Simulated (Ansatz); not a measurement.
Reaction (substitution at a C–Cl bond): `C/N=C(/O)Cl` + H–F → `C/N=C(/O)F` + HCl

Computed with Ansatz on PBE0-D4/def2-TZVP structures; ΔE is electronic, products minus reactants. CBS: MP2 limit from def2 TZ/QZ plus the TZ coupled-cluster correction, frozen cores. This one scheme is used for every species. Double bonds are as drawn, so ΔE can hold a change between cis and trans. Functionals use def2-TZVPP. B3LYP here is the variant with VWN-RPA as its local correlation; programs differ in this. HSE06 is defined as in plane-wave codes. One conformer a species, not always the lowest.

```csv
level,ΔE (kJ/mol),difference from CCSD(T)/CBS
LDA (SPW92),-3.9,-6.1
PBE-D4,1.0,-1.2
BLYP-D4,0.0,-2.2
r2SCAN-D4,-7.8,-10.0
B97M-V,-13.1,-15.3
B3LYP-D4,-6.0,-8.2
r2SCANh-D4,-8.9,-11.1
r2SCAN0-D4,-10.4,-12.6
HSE06-D4,-4.7,-6.9
BHLYP-D4,-14.4,-16.6
CAM-B3LYP-D4,-14.7,-16.9
ωB97X-V,-13.8,-16.0
ωB97M-V,-11.1,-13.3
PBE-QIDH,-5.1,-7.3
PBE,-3.1,-5.3
revPBE,-4.1,-6.3
BLYP,-8.8,-11.0
r2SCAN,-8.8,-11.0
PBE0,-8.3,-10.5
B3LYP,-12.7,-14.9
r2SCANh,-9.9,-12.1
r2SCAN0,-11.6,-13.8
HSE06,-8.0,-10.2
BHLYP,-20.0,-22.2
CAM-B3LYP,-18.4,-20.6
RPA@PBE/def2-TZVPP,-8.9,-11.1
HF/def2-SVP,-50.1,-52.3
MP2/def2-SVP,-16.9,-19.1
CCSD/def2-SVP,-28.7,-30.9
CCSD(T)/def2-SVP,-25.2,-27.4
HF/def2-TZVPP,-35.1,-37.3
MP2/def2-TZVPP,6.6,4.4
SCS-MP2/def2-TZVPP,-1.5,-3.7
CCSD/def2-TZVPP,-11.1,-13.3
HF/def2-QZVPP,-34.9,-37.1
MP2/def2-QZVPP,11.0,8.8
SCS-MP2/def2-QZVPP,2.7,0.5
HF/CBS(def2),-34.8,-37.0
MP2/CBS(def2),14.2,12.0
CCSD/CBS(def2),-3.4,-5.6
CCSD(T)/CBS,2.2,0
```

Largest T1 diagnostic among the species: 0.013.

From PBE to PBE0 (25 % exact exchange), in def2-TZVPP and without D4, ΔE moves by −5.3 kJ/mol. In def2-TZVPP, CCSD(T) changes the Hartree–Fock value by +29.7 kJ/mol (the triples alone add +5.7 kJ/mol) and MP2 by +41.7 kJ/mol.
